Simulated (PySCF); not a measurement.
**Calculated properties of `C=CS(C)(=O)=O`**

Compound: C₃H₆O₂S.
Cartesian coordinates in Å at the PBE0-D3(BJ)/def2-TZVP level; atoms count from 1:
```
atom  x, y, z in Å
C1     1.9683    0.2191    0.7333
C2     1.0341    0.3263   -0.1946
S3    -0.6441    0.6090    0.2593
C4    -1.4696   -0.8514   -0.3030
O5    -0.7311    0.6436    1.6931
O6    -1.1180    1.7139   -0.5284
H7     3.0128    0.1059    0.4667
H8     1.7025    0.2546    1.7841
H9     1.2234    0.3210   -1.2623
H10   -1.3363   -0.9509   -1.3795
H11   -1.0773   -1.7151    0.2312
H12   -2.5250   -0.7048   -0.0695
```

Some functional groups and rings: C=C double bond and sulfone.

PBE0-D3(BJ)/def2-TZVP geometry optimisation, gas phase (PySCF):

```yaml
Point_group: C1
Rotational_constants_A_B_C: 4.536, 2.521, 2.511 GHz
```

From B97-2/pcSseg-2 ground state and GIAO shieldings, non-relativistic (PySCF):

```yaml
Dipole_moment: 4.56 D
HOMO_energy: -8.24 eV
LUMO_energy: -1.33 eV
HOMO–LUMO_gap: 6.91 eV
13C_chemical_shifts_computed_TMS_as_zero_by_class: 147.5 (C2), 137.1 (C1), 42.7 (C4) ppm
1H_chemical_shifts_computed_TMS_as_zero_by_class: 6.77 (H8), 6.76 (H9), 6.22 (H7), 2.47 (H10/H11/H12) ppm
Isotropic_shieldings_of_nuclei_other_than_C_and_H_by_class: 136 (O5/O6), 201 (S3) ppm
```

Monoisotopic mass (most abundant isotopes): 106.0089 u.

A dipole of 4.56 D is allowed in C1, and pure rotational transitions are dipole-allowed. The rotational constants make it an asymmetric top with κ = (2B − A − C)/(A − C) = -0.99, nearer the prolate limit (−1). The dipole matches unit charges of opposite sign 0.95 Å apart (1 e·Å = 4.8032 D). With B = h/(8π²I), that is 505.379 GHz u Å² over I, the principal moments of inertia are 111.4, 200.5 and 201.3 u Å² (most abundant isotopes); the inertial defect Ic − Ia − Ib is -110.6 u Å² (zero for a rigid planar frame, negative otherwise).

One conformer (not necessarily the lowest) at the PBE0-D3(BJ)/def2-TZVP geometry, without solvent or vibrations. NMR classes are plain means over equivalent atoms (diastereotopic ones count apart unless rotation or inversion swaps them), as if these changed places fast; in this geometry the members of some classes differ.
